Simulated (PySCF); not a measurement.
Two structures of AlH3SO, closed shell, reached by relaxing down either side of one saddle point (PBE0-D4/def2-TZVP). Energies are electronic, without zero-point energy. Computed with PySCF 2.14 with density fitting (its default auxiliary sets; JK sets also for MP2 and CCSD(T)) (basis: def2-TZVPP and def2-QZVPP); correlated methods freeze the cores. Extrapolation: Hartree–Fock as exp(−7.88 √X), correlation as X^−2.97. First:

Al1  (0.138, 0.057, 0.172)
H2  (1.654, 0.249, 0.566)
S3  (-0.472, -0.361, -1.873)
H4  (0.802, -0.337, -2.302)
O5  (-1.123, 0.159, 1.293)
H6  (-1.001, 0.334, 2.224)
(Å)

Second:

```xyz
6
angstrom
Al -0.8604 -0.1236 -0.4781
H 1.7734 0.1395 0.2548
S -0.7810 -0.4197 -2.4577
H 1.6444 0.0299 -0.4795
O -1.1323 0.1014 1.1507
H -0.5492 0.3037 1.8773
```

(1) Which bonds change from the first to the second?

(2) Give the saddle point's structure and its height above each. (An estimate is asked for; the value comes from the calculation.)

No T1 diagnostic of these runs exceeds 0.018. The end structure is not quite a true minimum (one mode of 42i cm⁻¹).

## Answers

(1) AlH₃SO ([OH][AlH][SH]) → AlHSO ([OH][Al][S]) + H₂; bonds formed: H2–H4; bonds broken: Al1–H2, S3–H4.

(2) By the calculation: 187.4 kJ/mol above the first and 58.9 kJ/mol above the second (CCSD(T) at an estimated basis limit (MP2 extrapolated from triple and quadruple zeta, plus CCSD(T) − MP2 in triple zeta)).
Al1  (-0.401, -0.050, -0.142)
H2  (1.387, 0.055, -0.197)
S3  (-0.446, -0.400, -2.161)
H4  (1.062, -0.119, -1.093)
O5  (-1.035, 0.173, 1.389)
H6  (-0.567, 0.341, 2.204)
(Å)

Labels in which every atom is bracketed show which atoms are joined, not bond orders.

For scale, one of the runs: CCSD(T)/def2-TZVPP, 157 basis functions, launched by `OMP_NUM_THREADS=4 python run.py`. Hardware: 4 CPU threads of an Arm Neoverse V2, shared host. Wall time 94 s; peak host memory 0.98 GiB.
